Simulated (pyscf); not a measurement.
H₃C–C(CH₃)=N• → •H₂C–C(CH₃)=NH, a hydrogen shift (doublet surface; C–H broken, H–N formed). Single points on ωB97X-D3(BJ)/def2-SVP structures (PySCF, gas phase). Energies in kcal/mol from the reactant's lowest minimum found.

Small-basis levels: PySCF, no dispersion term, spherical d functions. Open shells are spin-unrestricted. 

Quick MP2/6-31G* single points give ΔE‡ = 53.3 kcal/mol and ΔE = +7.9 kcal/mol. What does ωB97M-D3(BJ)/def2-TZVP give, and how far is the quick result from it?

ωB97M-D3(BJ)/def2-TZVP gives ΔE‡ = 47.5 kcal/mol and ΔE = +4.0 kcal/mol. MP2/6-31G* lies 5.8 kcal/mol over it in the barrier and 4.0 kcal/mol over it in the reaction energy, so on this step it does not hold to within 3.0 kcal/mol. ωB97M-D3(BJ)/def2-TZVP has limits of its own. The same reactants have a lower exit, to CH₃• + H₃C–C≡N (no saddle counted: cutting one bond, which may have a small barrier of its own, costs +20.1 kcal/mol at ωB97M-D3(BJ)/def2-TZVP, against +47.5 kcal/mol here). This is the saddle that the search found; another between the same sides may lie lower.
